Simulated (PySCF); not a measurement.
Broadened absorption spectrum of CH4O3S

Species: CH₄O₃S.
SMILES with atom numbers: `[CH3:1][S:2](=[O:3])(=[O:4])[OH:5]` (hydrogens: H6, H7, H8 on C1; H9 on O5)

Method: PySCF 2.14.0, density-fitted response routines, TDDFT B3LYP/def2-SVPD, vertical, gas phase, core orbitals frozen in the response. The structure is a single GFN2-xTB conformer in the gas phase; no vibrational or solvent corrections. Torsions of this conformer, `[CH3:1][S:2](=[O:3])(=[O:4])[OH:5]`: H–O5–S2–C1 121°.

Each state is given a Gaussian of 0.5 eV full width at half maximum, with ε(max) = 2.175×10⁸ f / Δν̃ (Δν̃ the width in cm⁻¹). The width is an assumption, not a result. The curve ends short of the highest state used, and states not computed would add to its high-energy end.

| λ (nm) | ε (L mol⁻¹ cm⁻¹) |
| --- | --- |
| 149.7 | 2698 |
| 151.2 | 3186 |
| 152.7 | 3587 |
| 154.2 | 3685 |
| 155.7 | 3404 |
| 157.2 | 2824 |
| 158.7 | 2123 |
| 160.2 | 1475 |
| 161.7 | 982 |
| 163.2 | 659 |
| 164.7 | 467 |
| 166.2 | 354 |
| 167.7 | 278 |
| 169.2 | 214 |
| 170.7 | 158 |
| 172.2 | 109 |
| 173.7 | 70 |
| 175.2 | 42 |
| 176.7 | 23 |
| 178.2 | 12 |
| 179.7 | 6 |
| 181.2 | 3 |
| 182.7 | 1 |
| 184.2 | 0 |

Task: Locate the maxima and give the states behind the curve.

Result: 154 nm (8.06 eV), ε about 3700, made up of S2 (64%) and S3 (30%) (ε in L mol⁻¹ cm⁻¹; maxima over ε = 5, shares over 10%). The states used: S1 7.48 eV (f 0.0048); S2 8.01 eV (f 0.045); S3 8.10 eV (f 0.021); S4 8.36 eV (f 0.0093); S5 8.67 eV (f 0.027); S6 8.71 eV (f 0.0057); S7 8.84 eV (f 0.026); S8 8.88 eV (f 0.0052).

Task: What would ε be at 8.06 eV, the highest of these maxima, with half the width (0.25 eV)?

Result: About 6490 L mol⁻¹ cm⁻¹ against 3700, a factor of about 1.8; a lone state at its own centre would give exactly 2.

Task: Coming from long wavelengths, where does ε first pass 100 L mol⁻¹ cm⁻¹?

Result: At about 173 nm (7.19 eV), 0.30 eV below S1.

The run took 13 s on an Arm Neoverse V1 with one thread, shared host.
